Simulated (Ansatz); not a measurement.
```yaml
crystal:
  periodic: [false, false, false]
  atoms:
    - {symbol: P, position_ang: [-1.687780, -0.107095, -0.001007]}
    - {symbol: B, position_ang: [0.001604, 0.489986, 0.002208]}
    - {symbol: P, position_ang: [1.687043, -0.118148, -0.000008]}
    - {symbol: H, position_ang: [0.005455, 1.666165, 0.007508]}
basis:
  gaussian: {orbitals: def2-TZVP}
magnetization: {spin_polarized: true, initial_magnetization: 2}
hamiltonian: {xc: pbe0}
relax: {f_tol: 0.004, max_steps: 80}
```

```sh
$ ansatz run in.yaml --threads 1 --pin off --events-out ev --progress --plain --max-ram 2176MiB
```

Steps of the relaxation (energy above the last step; positions in Å, forces in eV/Å):

```
4
step 1, 508.7 meV
P    -1.688   -0.107   -0.001    0.070    0.518    0.002
B     0.002    0.490    0.002   -0.007   -2.095   -0.009
P     1.687   -0.118    0.000   -0.067    0.518    0.002
H     0.005    1.666    0.008    0.003    1.059    0.005
```

```
4
step 2, 384.6 meV
P    -1.724   -0.056   -0.001    0.301    0.465    0.002
B     0.001    0.424    0.002   -0.005   -1.394   -0.006
P     1.723   -0.067    0.000   -0.298    0.467    0.002
H     0.005    1.630    0.007    0.002    0.461    0.002
```

```
4
step 3, 174.0 meV
P    -1.790    0.117    0.000    0.921    0.268    0.001
B     0.001    0.229    0.001   -0.002   -0.585   -0.003
P     1.791    0.106    0.001   -0.920    0.274    0.001
H     0.005    1.479    0.007    0.000    0.043    0.000
```

```
4
step 4, 30.4 meV
P    -1.714    0.280    0.001   -0.647    0.206    0.001
B     0.000    0.034    0.000    0.000    0.053    0.000
P     1.716    0.269    0.002    0.648    0.202    0.001
H     0.004    1.348    0.006   -0.002   -0.462   -0.002
```

```
4
step 8, 0.0 meV
P    -1.719    0.337    0.001    0.002    0.000    0.000
B     0.000   -0.016    0.000    0.000    0.005    0.000
P     1.721    0.326    0.002   -0.002    0.000    0.000
H     0.004    1.284    0.006    0.000   -0.004    0.000
```

```
4
step 9, 0.0 meV
P    -1.719    0.337    0.001    0.000    0.000    0.000
B     0.000   -0.015    0.000    0.000    0.000    0.000
P     1.721    0.326    0.002    0.000    0.000    0.000
H     0.004    1.284    0.006    0.000    0.000    0.000
```

Close pairs at the end: B2–H4 1.299 Å, P1–B2 1.754 Å, B2–P3 1.754 Å.

A stationary point of unrestricted PBE0 after 9 steps, with ⟨S²⟩ = 2.080 against 2.00 for a pure state; no frequencies were run, so it isn't proven a minimum. 65 s on 1 thread of Arm Neoverse V1, shared host.
